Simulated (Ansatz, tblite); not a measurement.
# BH2(SiH3) (SiBH₅): rung by rung

The task here is to estimate one member of a computed series from the others.

Program: Ansatz 0.2.0, Gaussian basis. Level of theory: as each input shows. These are calculated values, not measurements.

The runs, in order: GFN1-xTB, GFN2-xTB, PBE-D4/def2-TZVP, r2SCAN-D4/def2-TZVP, revPBE-D4/def2-TZVP, HF/def2-TZVP, HSE06-D4/def2-TZVP, B3LYP-D4/def2-TZVP, BLYP-D4/def2-TZVP, LC-ωPBE/def2-TZVP, CAM-B3LYP-D4/def2-TZVP, PBE-D4/def2-SVP, PBE0-D4/def2-SVP, PBE0-D4/def2-TZVPD, PBE-D4/def2-TZVPD, r2SCAN-D4/def2-TZVPD, CCSD(T)/def2-TZVPP, MP2/def2-TZVP, RPA/def2-TZVP, CCSD(T)/def2-TZVPD.

### The relaxed structure

The geometry is that of the singlet, from an earlier relaxation (B3LYP-D4/def2-TZVP).

7 atoms, charge 0, spin multiplicity 1.

Bond lengths: B1–H2 1.191 Å, B1–H3 1.191 Å, B1–Si4 2.011 Å, Si4–H5 1.484 Å, Si4–H6 1.484 Å, Si4–H7 1.491 Å. Angles: H2–B1–H3 117.3°, H2–B1–Si4 121.3°, H3–B1–Si4 121.3°, B1–Si4–H5 113.5°, B1–Si4–H6 113.5°, B1–Si4–H7 105.6°, H5–Si4–H6 108.6°, H5–Si4–H7 107.7°, H6–Si4–H7 107.7°.

As a file:

```mol
BH5Si
  3D, bonds by distance, orders not assigned

  7  6  0  0  0  0  0  0  0  0999 V2000
    0.5966    1.0400    0.0092 B   0  0
    1.7875    1.0697    0.0076 H   0  0
    0.0231    2.0811   -0.0694 H   0  0
   -0.4051   -0.7029    0.0483 Si  0  0
   -1.7573   -0.5948    0.6503 H   0  0
    0.3311   -1.7943    0.7332 H   0  0
   -0.5759   -1.0988   -1.3792 H   0  0
  1  2  8  0
  1  3  8  0
  1  4  8  0
  4  5  8  0
  4  6  8  0
  4  7  8  0
M  END
```

PBE0-D4/def2-TZVP was run before; its log isn't repeated, and its numbers join the tables.

The first run:

Tight binding, by tblite at 300 K electronic temperature and without a spin-polarisation term:

```python
tblite.interface.Calculator('GFN1-xTB', numbers, positions, charge=0, uhf=0).singlepoint()
```

Tight binding, by tblite at 300 K electronic temperature and without a spin-polarisation term:

```python
tblite.interface.Calculator('GFN2-xTB', numbers, positions, charge=0, uhf=0).singlepoint()
```

start.molden holds the orbitals of an earlier run on this state, given as this run's starting guess.

File in.yaml:

```yaml
crystal:
  periodic: [false, false, false]
  atoms:
    - {symbol: B, position_ang: [0.596596, 1.039963, 0.009243]}
    - {symbol: H, position_ang: [1.787463, 1.069746, 0.007570]}
    - {symbol: H, position_ang: [0.023099, 2.081113, -0.069450]}
    - {symbol: Si, position_ang: [-0.405090, -0.702889, 0.048339]}
    - {symbol: H, position_ang: [-1.757265, -0.594832, 0.650305]}
    - {symbol: H, position_ang: [0.331091, -1.794347, 0.733235]}
    - {symbol: H, position_ang: [-0.575883, -1.098755, -1.379241]}
basis:
  gaussian: {orbitals: def2-TZVP, initial_orbitals: start.molden}
hamiltonian: {xc: pbe, dispersion: d4}
scf: {omitted_lower_state_checks: [starts]}
output: {orbitals: {seedname: orbitals}}
```

Run with:

```bash
> ansatz run in.yaml --threads 4 --pin off --events-out ev --progress --plain --max-ram 3916MiB
```

Among the steps run: PBE-D4/def2-TZVP; r2SCAN-D4/def2-TZVP; revPBE-D4/def2-TZVP; HF/def2-TZVP; HSE06-D4/def2-TZVP; B3LYP-D4/def2-TZVP; BLYP-D4/def2-TZVP; LC-ωPBE/def2-TZVP; CAM-B3LYP-D4/def2-TZVP; PBE-D4/def2-SVP; PBE0-D4/def2-SVP; PBE0-D4/def2-TZVPD; PBE-D4/def2-TZVPD; r2SCAN-D4/def2-TZVPD; CCSD(T)/def2-TZVPP; MP2/def2-TZVP; RPA/def2-TZVP; CCSD(T)/def2-TZVPD.

One table of the session follows, with a row left open; its other results are not shown here.

It belongs to the step «Levels side by side». 

| level | HOMO (eV) | LUMO (eV) | gap (eV) |
| --- | --- | --- | --- |
| HF/def2-TZVP | -11.40 | 1.08 | 12.47 |
| PBE-D4/def2-SVP | ? | ? | ? |
| PBE-D4/def2-TZVP | -7.24 | -3.49 | 3.75 |
| PBE-D4/def2-TZVPD | -7.24 | -3.49 | 3.75 |
| revPBE-D4/def2-TZVP | -7.21 | -3.38 | 3.83 |
| BLYP-D4/def2-TZVP | -7.13 | -3.31 | 3.82 |
| r2SCAN-D4/def2-TZVP | -7.51 | -3.12 | 4.39 |
| r2SCAN-D4/def2-TZVPD | -7.51 | -3.12 | 4.38 |
| B3LYP-D4/def2-TZVP | -8.26 | -2.67 | 5.59 |
| PBE0-D4/def2-SVP | -8.48 | -2.42 | 6.05 |
| PBE0-D4/def2-TZVP | -8.46 | -2.46 | 6.00 |
| PBE0-D4/def2-TZVPD | -8.46 | -2.47 | 5.99 |
| HSE06-D4/def2-TZVP | -8.06 | -2.85 | 5.21 |
| CAM-B3LYP-D4/def2-TZVP | -9.84 | -1.32 | 8.51 |
| LC-ωPBE/def2-TZVP | -11.21 | -0.12 | 11.10 |

Q: Estimate the row for PBE-D4/def2-SVP from the others.

**Answer.** HOMO (eV): -7.22; LUMO (eV): -3.42; gap (eV): 3.79. In the column «HOMO (eV)» it lies between PBE-D4/def2-TZVPD (-7.24) and revPBE-D4/def2-TZVP (-7.21).
